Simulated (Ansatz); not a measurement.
`N#CCCC#N` + H₂ → `C#N` + `CCC#N` at 600 K and 1 bar (hydrogenolysis of a C–C bond).

Gas-phase electronic energies from Ansatz, PBE0-D4/def2-TZVP geometries. CCSD(T)/CBS adds triple-zeta CCSD(T) − MP2 to the extrapolated MP2 energy (def2 sets, frozen cores). This one scheme is used for every species. One conformer a species, not always the lowest.

```
   species  CCSD(T)/CBS energy (Eh)  H − E (kJ/mol)  S (J/(mol·K))
`N#CCCC#N`               -263.98533           247.9          400.9
        H₂                 -1.17544            43.9          150.8
     `C#N`                -93.32098            64.3          228.4
   `CCC#N`               -171.85534           238.6          348.1
```

H − E and S are ideal-gas, rigid-rotor, harmonic terms from PBE0-D4/def2-TZVP, for one conformer and one mirror image of each species. The MP2-based limit puts H₂ 0.8 mEh under its directly extrapolated value; such offsets cancel only in part. 1 Eh = 2625.50 kJ/mol, R = 8.31446 J/(mol·K).

Task: By hand: ΔE, ΔH, ΔS and ΔG.

Result: ΔE = (-93.32098) + (-171.85534) − (-263.98533) − (-1.17544) = -0.01555 Eh = -40.8 kJ/mol. Δ(H − E) = 64.3 + 238.6 − 247.9 − 43.9 = 11.1, so ΔH = -29.7 kJ/mol. ΔS = 228.4 + 348.1 − 400.9 − 150.8 = 24.8 J/(mol·K). ΔG = -29.7 − 600 × (24.8)/1000 = -44.6 kJ/mol.

Task: By hand: the equilibrium constant, and the temperature at which ΔG would vanish if ΔH and ΔS stayed fixed.

Result: log₁₀ K = −ΔG/(RT ln 10) = 3.9. ΔH and −TΔS have one sign here, so there is no such temperature.

TΔS isn't small against ΔH here. A doubt of 5 kJ/mol in ΔE shifts log₁₀ K by 0.4 here. Other conformers and mirror images would add mixing entropy, several J/(mol·K) or more a flexible species. These are equilibria of isolated gas molecules and say nothing of rates. Largest T1 diagnostic: 0.014 (customary marks: 0.02 for closed shells, 0.045 for open ones).
